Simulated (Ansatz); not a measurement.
Rock-salt MgS

Level of theory: PBE in Ansatz (plane waves, PAW).

Numerical settings: plane-wave cutoff 520 eV, 12×12×12 k mesh, scalar-relativistic PAW data made under PBE.

Cell: measured lattice: a = b = c = 5.2033 Å, α = β = γ = 90.00°.

For rock-salt MgS, the elastic constant C11 is 149 GPa and the elastic constant C12 is 43.4 GPa. The elastic constant C44 comes out as 54.8 GPa, the voigt–Reuss–Hill bulk modulus is 78.7 GPa and the voigt–Reuss–Hill shear modulus (Hill average) is 54.0 GPa. The Young modulus is 132 GPa. The Poisson ratio is 0.221.

Note: the cell isn't this level's own, so it is under some stress, which shifts stiffness and frequencies.

Elastic constants are with the ions relaxed.

The computed numbers hold no vibrational or temperature effects.

Ansatz is a quantum-chemistry and plane-wave program.
